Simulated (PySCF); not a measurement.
Structure problem from calculated spectra and properties.

Formula: C4H4S2.

| Item | Value |
| --- | --- |
| Dipole | 0.88 D [wB97X-D/def2-SVPD] |
| 1H NMR | chemical shifts (computed TMS as zero) by class: 7.00 (1 H), 6.85 (1 H), 6.73 (1 H), 4.04 (1 H) ppm [GIAO PBE0/pcSseg-1] |
| UV, strongest line | among the 8 lowest singlet transitions: S8 at 7.02 eV (177 nm, f = 0.233) [TDDFT wB97X-D/def2-SVPD] |
| 13C NMR | chemical shifts (computed TMS as zero) by class: 142.5 (1 C), 132.4 (1 C), 129.1 (1 C), 127.2 (1 C) ppm [GIAO PBE0/pcSseg-1] |
| Polarisability | 83.2 au [wB97X-D/def2-SVPD] |
| Triplet | lowest triplet excitation (Tamm–Dancoff): 3.46 eV [TDA wB97X-D/def2-SVPD] |
| Rotational structure | rotational constants A, B, C: 5.308, 1.885, 1.391 GHz [GFN2-xTB] |
| UV, first state | lowest singlet excitation: 4.70 eV (264 nm, f = 0.000) [TDDFT wB97X-D/def2-SVPD] |

Electronic properties: PySCF, gas phase, density fitting. Levels stand in brackets. One conformer (not necessarily the lowest) at the GFN2-xTB geometry, without solvent, vibrations or thermal averaging. NMR values are class means; diastereotopic atoms form classes of their own.

**Question.** What is the compound? Reason from the data.

**Answer.** Numbering: `[SH:1][c:2]1[cH:3][cH:4][cH:5][s:6]1`. Its formula, C4H4S2, gives 3 degrees of unsaturation: 1 ring and 2 π bonds in the structure found (Kekulé form). 4 carbons fall into 4 classes; from least to most shielded: substituted aromatic carbon [C2] (142.5 ppm), aromatic CH carbon [C4] (132.4 ppm), aromatic CH next to a ring sulfur [C5] (129.1 ppm), aromatic CH carbon [C3] (127.2 ppm). Hydrogen classes from least to most shielded: 1 H on an aromatic CH carbon, C4 (7.00 ppm), 1 H on an aromatic CH carbon, C3 (6.85 ppm), 1 H on an aromatic CH next to a ring sulfur, C5 (6.73 ppm), 1 H on a thiol sulfur, S1 (4.04 ppm). The optimised geometry has point group Cs and is an asymmetric top. Structure: `Sc1cccs1` (2-thiophenethiol). Computed isomers that give other values at the same levels: `Sc1ccsc1` (13C chemical shifts (computed TMS as zero) by class: 134.9 (1 C), 134.1 (1 C), 132.6 (1 C), 122.9 (1 C) ppm). The assignments are read from this structure; whether some other isomer fits the data as well wasn't checked.

The values belong to the conformer `[SH:1][c:2]1[cH:3][cH:4][cH:5][s:6]1`: H–S1–C2–C3 -179°.
